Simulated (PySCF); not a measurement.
Isomers of C4H4S, one GFN2-xTB conformer each. Single-point energies are computed at PBE0/pcSseg-1 (PySCF, gas phase, no added dispersion term), electronic only.

```json
{"SMILES": "C=CC=C=S", "GFN2-xTB relative energy (kJ/mol)": "155.8"}
{"SMILES": "C#C[C@@H]1CS1", "GFN2-xTB relative energy (kJ/mol)": "183.0"}
{"SMILES": "c1ccsc1", "GFN2-xTB relative energy (kJ/mol)": "0.0"}
```

Conformers: `[CH2:1]=[CH:2][CH:3]=[C:4]=[S:5]` with C1–C2–C3–C4 180°.

Problem. What does PBE0/pcSseg-1 give for the same structures?

Solution. 
```csv
SMILES,PBE0/pcSseg-1 E (Eh),PBE0/pcSseg-1 (kJ/mol),GFN2-xTB (kJ/mol),point group
c1ccsc1,-552.64394,0.0,0.0,C2v
C=CC=C=S,-552.58585,152.5,155.8,Cs
C#C[C@@H]1CS1,-552.55873,223.7,183.0,C1
```

Both levels put the same isomer lowest; measured from each level's own lowest isomer, the values differ by up to 40.7 kJ/mol (C#C[C@@H]1CS1: 183.0 against 223.7). As drawn, the lowest has an aromatic ring, which the highest lacks; the highest has a three-membered ring and a C≡C bond, which the lowest lacks.

Problem. Which frontier levels, dipoles and rotational constants go with these structures?

Solution. 
| SMILES | HOMO (eV, PBE0/pcSseg-1) | LUMO (eV) | dipole (D) | A, B, C (MHz) |
| --- | --- | --- | --- | --- |
| c1ccsc1 | -6.96 | -0.39 | 0.52 | 8185, 5414, 3258 |
| C=CC=C=S | -6.19 | -2.33 | 0.83 | 38214, 1540, 1480 |
| C#C[C@@H]1CS1 | -6.80 | -0.54 | 1.68 | 10848, 2721, 2414 |
